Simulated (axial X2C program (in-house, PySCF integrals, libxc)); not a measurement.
## ClF: from Re and ωe to a spectrum

A bond curve at the CCSD(T) level, with spin–orbit coupling, was computed with an axial X2C code built on PySCF integrals (basis Cl dyall-av3z [9s8p3d2f], F dyall-av3z [7s6p3d2f] (cores contracted in-house)) for the state Ω = 0 (closed shell). Its fit gives Re = 1.6465 Å, ωe = 772.8 cm⁻¹, ωexe = 5.06 cm⁻¹ and αe = 4.318e-03 cm⁻¹; the masses are 34.9689 and 18.9984 u. Two-component means X2C with spin–orbit coupling and atomic mean-field Coulomb and Gaunt terms.

Correlated methods: 14 electrons correlated (number of frozen shells: Cl 2 s, 1 p; F 1 s), 194 virtual spin orbitals or spinors in MP2, 90 natural virtuals in coupled cluster.

Question: Find the reduced mass, Be and the force constant.

Answer: From the CCSD(T) values: μ = 12.3103 u. Be = 16.8576/(μ Re²) = 0.5051 cm⁻¹. k = 5.8918×10⁻⁷ μ ωe² = 4.33 mdyn/Å.

Question: Give B0, the J = 1←0 line in GHz and the most populated J at 300 K (kT = 208.5 cm⁻¹).

Answer: B0 = Be − αe/2 = 0.503 cm⁻¹; 2B0 = 30.16 GHz; J(max) ≈ √(kT/2B0) − 1/2 = 13.9, so J = 14.

Question: Estimate the centrifugal constant by the Kratzer relation.

Answer: D = 4Be³/ωe² = 8.63e-07 cm⁻¹.

Question: A Morse curve ties αe to the other constants (Pekeris). How well does that hold?

Answer: αe(Morse) = 6Be²/ωe × (√(ωexe/Be) − 1) = 4.289e-03 cm⁻¹; the CCSD(T) curve gives 4.318e-03 cm⁻¹, a ratio of 0.99.

Question: Where do the fundamental and the first overtone lie?

Answer: ν(1←0) = ωe − 2ωexe = 762.7 cm⁻¹; ν(2←0) = 2ωe − 6ωexe = 1515.2 cm⁻¹.

Occupations by symmetry block were frozen at the best pattern of an incomplete PBE0 search. Coupled cluster ran in a truncated set of natural virtual spinors; the MP2 energy of the rest was added. (T) has no such correction and the atoms are truncated less, which lowers De at CCSD(T) by a hundredth of an eV or more.
